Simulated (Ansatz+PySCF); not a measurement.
The numbers below are computed, except where a source is named.
Several solutions for triplet NH3

```xyz
4

N     0.0000    0.0000   -0.2879
H     0.0000    0.0000    2.0151
H    30.0000    0.0000   -0.5707
H    30.0000    0.0000    0.5707
```

Basis set: 6-31G (spherical functions). Charge 0, multiplicity 3.

UHF was run from several starts with Ansatz (development build ahead of 0.2.0) and PySCF 2.14.0.

| run | program | start | converged | energy (hartree) | <S²> |
| --- | --- | --- | --- | --- | --- |
| A | PySCF | guess atom, instabilities followed | yes | -55.95066 | 2.96 |
| B | Ansatz | atomic start, no search | yes | -55.95066 | 2.96 |
| C | PySCF | program defaults | yes | -55.80254 | 2.02 |
| D | PySCF | guess minao, instabilities followed | yes | -55.95066 | 2.96 |
| E | Ansatz | search for the lowest state | yes | -55.95066 | 2.96 |
| F | PySCF | guess 1e, instabilities followed | yes | -55.95066 | 2.96 |
| G | PySCF | guess huckel, instabilities followed | yes | -55.88063 | 2.93 |
| H | Ansatz | stability test followed | yes | -55.95066 | 2.96 |

Which runs reached the lowest solution of this kind, and what is wrong with the others?

A, B, D, E, F, H reached the lowest solution found. Converged but too high: C by 4.03 eV, G by 1.91 eV. Convergence only shows a stationary point, and even a stable one can lie too high; stability tests and further starts are what find lower ones. Caution: the unrestricted determinant is a mixture of spin states.
